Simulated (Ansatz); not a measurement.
Relaxed structures of CHAlN, doublet (PBE0-D4/def2-TZVP; forces vanish, vibrations not checked; lower isomers may exist, and structures with a doubtful reference or unclear bonds are left out; Å). Ansatz 0.2.0; basis: def2-TZVPP; cores frozen in the correlated methods; orbitals are unrestricted.

**Question.** Rank them by CCSD(T) energy, lowest first, and give each one's height above the lowest. Links in brackets join atoms within 1.22 times the sum of their covalent radii (1.1 for two metals). (Judge from chemistry; the value comes from the calculation.)
A.
CHAlN ([CH]1[N][Al]1)
```
4
angstrom
C 0.2952 -0.2094 0.2589
N 0.3365 0.5808 -0.6652
Al -1.6504 0.3551 -0.4919
H 1.0187 -0.7265 0.8981
```
B.
CHAlN ([C][N][AlH])
```
4
angstrom
C 0.8194 -0.1077 0.2921
N -0.2175 0.2066 -0.1619
Al -1.7106 0.8145 -0.9973
H -3.0758 0.2263 -0.4202
```
C.
CHAlN ([C]1[NH][Al]1)
```
4
angstrom
C 0.4820 0.6135 -0.6969
N 0.2173 -0.1886 0.2310
Al -1.6410 0.2831 -0.4071
H 0.8920 -0.6725 0.8291
```

**Answer.** By the calculation: B (0.000 eV), A (0.452 eV), C (1.127 eV). Heights count from the lowest.

The T1 diagnostic stays at or below 0.027. ⟨S²⟩ of the unrestricted Hartree–Fock references: 0.76 to 0.80 (a pure state has 0.75).

For scale, one of the runs: CCSD(T)/def2-TZVPP, 118 basis functions, launched by `ansatz run in.yaml --threads 2 --pin off --events-out ev --progress --plain --max-ram 4352MiB`. The run took 16 s on 2 CPU threads of an Arm Neoverse V1 (shared host), with 0.96 GiB of host memory at its peak.
